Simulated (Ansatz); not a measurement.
A made-up structure of C2H6N (charge +1), closed shell:

```
atom    x (Å)    y (Å)    z (Å)
  C1  -0.6299   0.7589  -0.4874
  C2   0.4546  -1.0219   0.7424
  N3   0.5168  -0.0421  -0.0782
  H4  -1.5675   0.4491  -0.0280
  H5  -0.7104   0.7179  -1.5807
  H6  -0.4212   1.8101  -0.2536
  H7   1.4399   0.1715  -0.4560
  H8   1.3161  -1.5777   1.0119
  H9  -0.4621  -1.3167   1.1855
```

It is relaxed with PBE-D4/def2-SVP and then PBE0-D4/def2-TZVP (Ansatz 0.2.0). Atoms count as bonded within 1.22 times the sum of their covalent radii (H–H: 0.88 Å). The end point is not checked to be a true minimum.

Question: Does its bonding change? (Judge from chemistry; the calculation decides.)

Answer: By the calculation: No: no bond forms or breaks.

Where it ends: The first stage lowers the energy by 0.13 eV in 5 steps. It ends as C₂H₆N ([CH2][NH][CH3]), total charge +1:
```
9
angstrom
C -0.6174 0.7736 -0.5022
C 0.4458 -1.0242 0.7458
N 0.5012 -0.0520 -0.0662
H -1.5306 0.4317 -0.0204
H -0.7061 0.6948 -1.5867
H -0.4099 1.8105 -0.2337
H 1.4094 0.1873 -0.4609
H 1.3510 -1.5679 0.9961
H -0.5070 -1.3046 1.1841
```

Labels in which every atom is bracketed show which atoms are joined, not bond orders.

For scale, one of the runs: PBE0-D4/def2-TZVP relaxation, 129 basis functions, launched by `ansatz run in.yaml --threads 2 --pin off --events-out ev --progress --plain --max-ram 4352MiB`. The run took about 14 s on 2 CPU threads of an Arm Neoverse V1 (shared host).
